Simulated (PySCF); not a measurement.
# H4SSi (sulfanylsilane): the cost of one run

The runs use PySCF 2.14.0, with density-fitted response routines of our own; the level of theory stands in each step. All values are computed, except where a source is named. Atoms count from 0, in the outputs and in this text.

## (1) The molecule as given

6 atoms, charge 0, multiplicity 1; geometry from: GFN2-xTB. The atoms were then displaced at random by about 0.01 Å, so the start is not that level's minimum.

Bonds of the start (Å): Si0–S1 2.13, Si0–H2 1.44, Si0–H3 1.47, Si0–H4 1.46, S1–H5 1.32.

## (2) Relaxing the molecule at PBE0-D3(BJ)/def2-SVP

What the job is given:

```
{"job": {"xc": "PBE0", "basis": "def2-SVP", "d3": "d3bj", "grid": 1, "shake": 0.01, "kind": "geom"}, "charge": 0, "multiplicity": 1}
Si    -0.559660    -0.035010     0.016400
S      1.388820     0.800010    -0.207970
H     -0.704780    -0.563530     1.348240
H     -1.406430     1.141400    -0.208570
H     -0.745710    -1.056370    -1.005810
H      2.051930    -0.316520     0.013050
```

On the command line:

```bash
$ OMP_NUM_THREADS=1 python probes_run.py task.json out
```

One launch serves the whole session: the jobs run in the order shown.

Q: Estimate the wall time and peak memory of this first job on 1 thread of Arm Neoverse V1, shared host.

About 3.4 s, with a peak of 0.26 GiB.
